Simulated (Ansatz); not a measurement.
Reaction (SMILES): ClCl (Cl2) → Cl2+ (doublet, bonded as ClCl) + e-
B3LYP-D3(BJ)/def2-TZVP geometries, fixed; electronic energies without zero-point terms.

The adiabatic ionisation energy at MP2 with Ansatz (a program for electronic structure), in eV, split into its Hartree-Fock and correlation parts. Cores are frozen. Open shells are unrestricted. No added dispersion term, no relativity. Functions are those of the species that has most.

```tsv
basis	X	functions	Hartree-Fock	MP2
aug-cc-pV(D+d)Z	2	64	11.007	11.390
aug-cc-pV(T+d)Z	3	110	10.858	11.427
aug-cc-pV(Q+d)Z	4	178	10.838	11.494
```

Worked estimate of the basis-set limit from each neighbouring pair, with Hartree-Fock from the larger set and the correlation part extrapolated as X^-3.
Correlation parts: X = 2: 0.383, X = 3: 0.569, X = 4: 0.656.
- (2,3): (27·(0.569) - 8·(0.383))/19 = 0.647; with Hartree-Fock 10.858 the estimate is 11.505 eV.
- (3,4): (64·(0.656) - 27·(0.569))/37 = 0.719; with Hartree-Fock 10.838 the estimate is 11.557 eV.
The last two estimates differ by 0.052 eV; the largest set lies 0.063 from the last. Over the last step Hartree-Fock moves by -0.020 and the correlation part by 0.087.
